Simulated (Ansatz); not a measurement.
## Al$_{2}$H, doublet in cc-pVDZ: errors against full CI

Geometry: a point of a stretch scan, not a stationary point.

```xyz
3

Al    0.0000    0.0000    0.6843
Al    0.0000    0.0000   -2.9877
H     0.0000    0.0000    2.3035
```

Basis cc-pVDZ; Ansatz 0.2.0. Only valence electrons are correlated (noble-gas cores frozen), which leaves 7 electrons in 31 orbitals. Prefix R: restricted or restricted open-shell reference; prefix U: unrestricted. Active spaces: pair = (3e, 3o) about the gap; valence = (7e, 9o) chosen from the atoms' valence shells.

Full CI is exact within this basis and frozen core; it isn't the basis-set limit. The frozen core follows each run's orbitals, which can shift R against U totals by a few meV.

For open shells CISD is restricted-active-space CI with the open shells as a complete middle space.

The UHF ⟨S²⟩ is 0.852, the T1 diagnostic (RCCSD) is 0.0278 and the largest doubles amplitude (RCCSD) is 0.076. The T1 diagnostic (UCCSD) is 0.0277.

```tsv
level	E − E(RHF) (eV)
RMP2	-2.4374
UMP2	-2.4320
RCCSD	-3.4346
UCCSD	-3.4386
RCCSD(T)	-3.5152
UCCSD(T)	-3.5153
```

Problem. Estimate how far full CI in cc-pVDZ lies from RCCSD(T). The table doesn't fix it; the size of (T) and the diagnostics are the guide.

Solution. Full CI in cc-pVDZ lies 1.58 mEh below RCCSD(T), which is 53 % of the (T) step (-2.96 mEh). The diagnostics give no warning, yet the rest is a sizeable part of (T).

The other levels:

```json
{"level": "CISD", "E − E(full CI) (mEh)": "14.06", "share of correlation (%)": "89.25", "wall time": "1.2 s"}
{"level": "BCCD(T)", "E − E(full CI) (mEh)": "1.59", "share of correlation (%)": "98.78", "wall time": "3.6 s"}
{"level": "RCCSDT", "E − E(full CI) (mEh)": "0.22", "share of correlation (%)": "99.83", "wall time": "–"}
{"level": "UCCSDT", "E − E(full CI) (mEh)": "0.22", "share of correlation (%)": "99.83", "wall time": "–"}
{"level": "RCCSDT(Q)", "E − E(full CI) (mEh)": "0.06", "share of correlation (%)": "99.96", "wall time": "8.5 s"}
{"level": "UCCSDT(Q)", "E − E(full CI) (mEh)": "0.05", "share of correlation (%)": "99.96", "wall time": "16 s"}
{"level": "RCCSDTQ", "E − E(full CI) (mEh)": "0.01", "share of correlation (%)": "99.99", "wall time": "15 s (H100)"}
{"level": "UCCSDTQ", "E − E(full CI) (mEh)": "0.01", "share of correlation (%)": "99.99", "wall time": "17 s (H100)"}
{"level": "CASSCF (pair space)", "E − E(full CI) (mEh)": "114.63", "share of correlation (%)": "12.33", "wall time": "–"}
{"level": "NEVPT2 (pair space)", "E − E(full CI) (mEh)": "39.58", "share of correlation (%)": "69.73", "wall time": "2.4 s"}
{"level": "CASSCF (valence space)", "E − E(full CI) (mEh)": "62.87", "share of correlation (%)": "51.92", "wall time": "–"}
{"level": "NEVPT2 (valence space)", "E − E(full CI) (mEh)": "23.19", "share of correlation (%)": "82.26", "wall time": "3.5 s"}
{"level": "MRCISD (valence space)", "E − E(full CI) (mEh)": "5.00", "share of correlation (%)": "96.18", "wall time": "–"}
{"level": "MRCISD+Q (valence space)", "E − E(full CI) (mEh)": "1.66", "share of correlation (%)": "98.73", "wall time": "4.9 s"}
```

The correlation energy at full CI, counted from RHF, is -3.558 eV. That run took 13 s on 2 threads of AMD EPYC 7R13 with a shared H100 80 GB, shared host over 35,359,296 determinants.

Run but not shown, since their state or frozen core can't be matched to the reference's or they repeat it: UHF.

Times hold each run's SCF and search for its determinant on a shared host, so for small cases they say little of a method's own cost; rows without a card ran on 1 thread of AMD EPYC 7R13.

The full-CI state has the irrep B1 of C2v, in the program's axes (one component, if the state is degenerate).

Natural occupations of full CI about the gap: 1.951 1.895 1.850 0.961 0.065 0.065 0.053 0.045 0.027 0.011; effectively unpaired electrons, Σ n²(2−n)², 1.18.
